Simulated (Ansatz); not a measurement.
A made-up structure of Si2HS (charge +1), closed shell:

```xyz
4
angstrom
Si -1.3583 1.0939 -0.2480
Si 0.4654 -0.0248 -0.2054
S -0.8218 -0.9734 1.2167
H 1.7602 -0.0983 -0.7836
```

It is relaxed with PBE-D4/def2-SVP and then PBE0-D4/def2-TZVP (Ansatz 0.2.0). Atoms count as bonded within 1.22 times the sum of their covalent radii (H–H: 0.88 Å). The end point is not checked to be a true minimum.

Does its bonding change? (A judgement: the text doesn't fix the answer.)

Computed: No: no bond forms or breaks.

Where it ends: The first stage lowers the energy by 0.99 eV in 6 steps. It ends as Si₂HS ([Si]1[SiH][S]1), total charge +1:
```
4
angstrom
Si -1.6459 0.9657 0.0012
Si 0.5171 0.1945 -0.4164
S -0.6901 -0.7538 0.9686
H 1.8644 -0.4090 -0.5737
```

Labels in which every atom is bracketed show which atoms are joined, not bond orders.

For scale, one of the runs: PBE0-D4/def2-TZVP relaxation, 117 basis functions, launched by `ansatz run in.yaml --threads 2 --pin off --events-out ev --progress --plain --max-ram 4352MiB`. The run took about 4 s on 2 CPU threads of an AMD EPYC 9R45 (shared host).
